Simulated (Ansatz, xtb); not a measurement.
# C2H6O4: which of two isomers lies lower

We compare I, `OCC(O)(O)O`, a singlet, with II, `COC(O)(O)O`, a singlet. Both are isolated molecules in the gas phase, relaxed with PBE0-D3(BJ)/def2-SVP; the shapes shown needn't be the lowest conformers.

I (Å):

```xyz
12

C    -3.4748    1.1849    0.9272
C    -2.3140    1.0325   -0.0493
O    -3.0143    0.9643    2.2357
O    -2.6504    1.3596   -1.3497
O    -1.2667    1.8626    0.3368
O    -1.9575   -0.3058    0.0057
H    -2.7019    0.0501    2.2578
H    -4.2882    0.4998    0.6313
H    -3.8503    2.2170    0.8739
H    -2.4215    2.2885   -1.4683
H    -1.2838    1.8623    1.3069
H    -1.1728   -0.4091   -0.5479
```

II (Å):

```xyz
12

C    -4.0221    1.0751    1.1396
C    -1.9138    1.0407    0.0761
O    -3.2201    0.5956    0.0866
O    -1.1838    0.6493    1.1800
O    -1.9290    2.4167    0.0543
O    -1.3195    0.4765   -1.0325
H    -4.2089    2.1561    1.0443
H    -3.5478    0.8800    2.1154
H    -4.9741    0.5314    1.0857
H    -0.9444   -0.2747    1.0392
H    -1.0346    2.7101    0.2632
H    -1.9725    0.5090   -1.7422
```

Energies in hartree; the thermal terms are from PBE0-D3(BJ)/def2-SVP harmonic frequencies (ideal gas, rigid rotor, one conformer each, 298.15 K, 1 atm) and include the zero-point energy:

|  | I | II |
| --- | --- | --- |
| E, CCSD(T)/def2-SVP | −379.477693 | −379.478822 |
| E, MP2/def2-SVP | −379.414015 | −379.414347 |
| E, MP2/def2-TZVPP | −380.150378 | −380.147134 |
| zero-point energy | 0.096173 | 0.095082 |
| H(298 K) − E | 0.103736 | 0.102949 |
| G(298 K) − E | 0.066386 | 0.064891 |

**Question.** Correct the CCSD(T) difference for the basis set by the MP2 change, then work out ΔE, ΔE₀, ΔH and ΔG for I → II in kJ/mol (1 Eh = 2625.50 kJ/mol) and the equilibrium ratio [II]/[I].

**Answer.** 1. Differences II − I: CCSD(T) −0.001129, MP2 in the small set −0.000332, MP2 in the large set +0.003244 Eh.
2. ΔE = −0.001129 + (+0.003244 − (−0.000332)) = +0.002447 Eh = +6.42 kJ/mol.
3. ΔE₀ = ΔE + ΔZPE = +0.002447 + (−0.001091) Eh = +3.56 kJ/mol.
4. ΔH = ΔE + (−0.000787) Eh = +4.36 kJ/mol.
5. ΔG = ΔE + (−0.001495) Eh = +2.50 kJ/mol, so ΔS = (ΔH − ΔG)/T = +6.2 J/(mol K).
6. kT = 0.9442 mEh, so K = [II]/[I] = exp(−ΔG/kT) = exp(−1.01) ≈ 0.36.

The two are too close for this level to say which is favoured. An error of 4 kJ/mol in ΔG would change K by a factor of 5. GFN2-xTB, HF/STO-3G, r2SCAN-D4/def2-SVP, PBE0-D3(BJ)/def2-SVP, HF/def2-SVP, CCSD(T)/def2-SVP gave ΔE the other sign. Mirror images and further conformers aren't counted.

As drawn, II has 1 C–O, 1 C–H in place of 1 C–C, 1 O–H.

Other levels gave ΔE = −40.3 (GFN2-xTB); −52.5 (HF/STO-3G, GFN2-xTB geometries); −11.9 (r2SCAN-D4/def2-SVP, GFN2-xTB geometries); −3.7 (PBE0-D3(BJ)/def2-SVP); −17.2 (HF/def2-SVP); −0.9 (MP2/def2-SVP); −3.0 (CCSD(T)/def2-SVP) kJ/mol. The correlated steps freeze 6 core orbitals. Programs: Ansatz 0.2.0, xtb 6.7.1.
